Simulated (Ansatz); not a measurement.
A made-up structure of C2H4N (charge +1), singlet:

```xyz
7
angstrom
C -1.0789 -0.2146 -0.8484
N -0.0001 0.0003 0.0001
C 1.0789 0.2146 0.8484
H -1.8682 0.3335 -0.9682
H -1.2235 -0.9488 -1.4631
H 1.3027 1.0056 1.3485
H 1.7891 -0.3907 1.0827
```

It is relaxed with PBE-D4/def2-SVP and then PBE0-D4/def2-TZVP (Ansatz 0.2.0). Atoms count as bonded within 1.22 times the sum of their covalent radii (H–H: 0.88 Å). The end point is not checked to be a true minimum.

(1) Does its bonding change? (Judge from chemistry; the calculation decides.)

## Answers

(1) By the calculation: No: no bond forms or breaks.

Where it ends: The first stage lowers the energy by 5.49 eV in 8 steps. It ends as C₂H₄N ([CH2][N][CH2]), total charge +1:
| atom | x (Å) | y (Å) | z (Å) |
| --- | --- | --- | --- |
| C1 | -0.9633 | -0.1916 | -0.7575 |
| N2 | 0.0000 | 0.0000 | 0.0000 |
| C3 | 0.9632 | 0.1916 | 0.7575 |
| H4 | -1.9712 | 0.0400 | -0.4132 |
| H5 | -0.7889 | -0.5891 | -1.7574 |
| H6 | 1.4684 | 1.1576 | 0.7496 |
| H7 | 1.2918 | -0.6085 | 1.4209 |

Labels in which every atom is bracketed show which atoms are joined, not bond orders.

For scale, one of the runs: PBE0-D4/def2-TZVP relaxation, 117 basis functions, launched by `ansatz run in.yaml --threads 2 --pin off --events-out ev --progress --plain --max-ram 4352MiB`. The run took about 5.5 s on 2 CPU threads of an Intel Xeon Platinum 8488C (shared host).
